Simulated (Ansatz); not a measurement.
Basis-set extrapolation for `[O+]#[Si-]` (PBE0-D4/def2-TZVP geometry, frozen core, Ansatz 0.2.0). Multiplicity 1, RHF reference.

```tsv
	def2-TZVPP	def2-QZVPP
HF	-363.841589	-363.854100
MP2 correlation	-0.334777	-0.360576
CCSD(T) correlation	-0.354407	-0.377823
```

Energies in hartree. Use E(X) = E(∞) + A·exp(−7.88·√X) for Hartree–Fock and E(X) = E(∞) + B·X^(−2.97) for correlation, with X = 3 and 4.

Question: What is the CCSD(T) energy at the basis-set limit?

Answer: HF limit: -363.854100 + (-0.012511) × 0.13774 = -363.85582. Correlation limit: -0.377823 + (-0.023416) × 0.74074 = -0.39517. Total: -364.25099 hartree, 144.4 kJ/mol below CCSD(T)/def2-TZVPP.
